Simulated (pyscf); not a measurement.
`[CH3][SiH2][Cl]` + `[H]` [doublet] -> `[CH3][SiH2][Cl]` + `[H]` [doublet] (substitution at Si; doublet surface; H–Si broken, H–Si formed). Single points on ωB97X-D3(BJ)/def2-SVP structures (PySCF, gas phase). Energies in kcal/mol from the separated reactants.

```tsv
level	barrier	reaction energy
ωB97X-D3(BJ)/def2-TZVP	12.0	0.0
PBE/def2-TZVP	6.1	0.0
B3LYP-D3(BJ)/def2-TZVP	8.2	0.0
PBE0-D3(BJ)/def2-TZVP	(withheld)	0.0
M06-2X/def2-TZVP	13.0	0.0
ωB97M-D3(BJ)/def2-TZVP	(withheld)	0.0
```

Question: Complete the blanks.

Answer: 
- PBE0-D3(BJ)/def2-TZVP, barrier: 8.5
- ωB97M-D3(BJ)/def2-TZVP, barrier: 11.9

The functionals in the table span 7.0 kcal/mol in this barrier, from PBE to M06-2X. The same reactants have a lower exit, to H₃C–SiH•–Cl + H₂ (barrier +4.8 kcal/mol at ωB97M-D3(BJ)/def2-TZVP, against +11.9 kcal/mol here). One saddle was located; it need not be the lowest between these sides. The angle at the attacked Si is 59° (front-side attack).
